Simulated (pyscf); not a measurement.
Elementary routes open to InH [singlet] + hydrogen fluoride (HF) in the gas phase (singlet surface):
A. F–In [singlet] + hydrogen (H₂) (H–In, F–H broken; F–In, H–H formed)
B. F–InH₂ (F–H broken; F–In, H–In formed)

PySCF, gas phase, ωB97X-D3(BJ)/def2-SVP geometries.

Rank the routes by free-energy barrier at 298 K, lowest first, for ωB97M-D3(BJ)/def2-TZVP energies (ideal gas, 1 atm, RRHO with modes under 100 cm⁻¹ raised to 100, one conformer, R ln 2 for chiral ones without a mode under 150 cm⁻¹).

A (-0.7 kcal/mol), B (32.6 kcal/mol)

Route A is the fastest of these, ahead of the next by 33.4 kcal/mol. The most stable products are those of A (ΔG = -34.2 kcal/mol), so kinetics and thermodynamics agree. At 1200 K A is still the fastest. A: On the reactant side the descent ends in a bound adduct, 10.8 kcal/mol under the separated species and 1.7 kcal/mol under the saddle at ωB97X-D3(BJ)/def2-TZVP. Only these routes are compared; each barrier is that of the saddle found, and lower ones may exist. Elements past Kr carry the def2 core potentials, without spin-orbit coupling.
